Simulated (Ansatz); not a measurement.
Species: CS₂, SMILES `S=C=S` with one electron removed (charge 1, multiplicity 2), formula CS$_{2}$.

How many basis functions does frozen-core CCSD(T)/cc-pVTZ // B3LYP-D3(BJ)/def2-TZVP (Ansatz, a program for electronic structure) use, how many core orbitals are frozen, and how many electrons are correlated?

98 basis functions and 11 frozen orbitals, which leaves 15 correlated electrons. Core time is of the order of seconds.
